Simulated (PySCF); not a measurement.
Isomers of C5H5Cl, one conformer each. Level of theory: core-valence-separated Tamm–Dancoff BHandHLYP/aug-pcX-1 (pcseg-1 on H, def2-SVPD on Cl) in PySCF, non-relativistic, gas phase, PBE0-D3(BJ)/def2-SVP geometry. No empirical shift is added; at this level the pattern usually sits a few eV under experiment.

P. `C=C1C=C1CCl`
Q. `C#C/C=C\CCl`

Main lines, eV (oscillator strength):
1. C K: 282.4 (0.060), 282.9 (0.045), 283.0 (0.060), 283.4 (0.036), 283.7 (0.117)
2. C K: 283.0 (0.061), 283.2 (0.068), 283.8 (0.048), 284.5 (0.078), 285.4 (0.065)
Listed: the first five lines at most of each edge with a tenth or more of its strongest line's intensity; roots within 0.03 eV on the same or equivalent atoms are summed. Only the lowest roots were sought, and the top ones are left out.

Question: Which spectrum belongs to which isomer?

Answer: 1 = Q, 2 = P.
- P: first C line listed at 283.0 eV, hole on the alkene CH carbon (1s→π*).
- Q: first C line listed at 282.4 eV, hole on the alkene CH carbon (1s→π*).

Question: What are the ground-state energies of the isomers at BHandHLYP/aug-pcX-1 (pcseg-1 on H, def2-SVPD on Cl), relative to the lowest?

Answer: P 83.1, Q 0.0 kJ/mol (electronic energies on these geometries, no dispersion or zero-point terms).
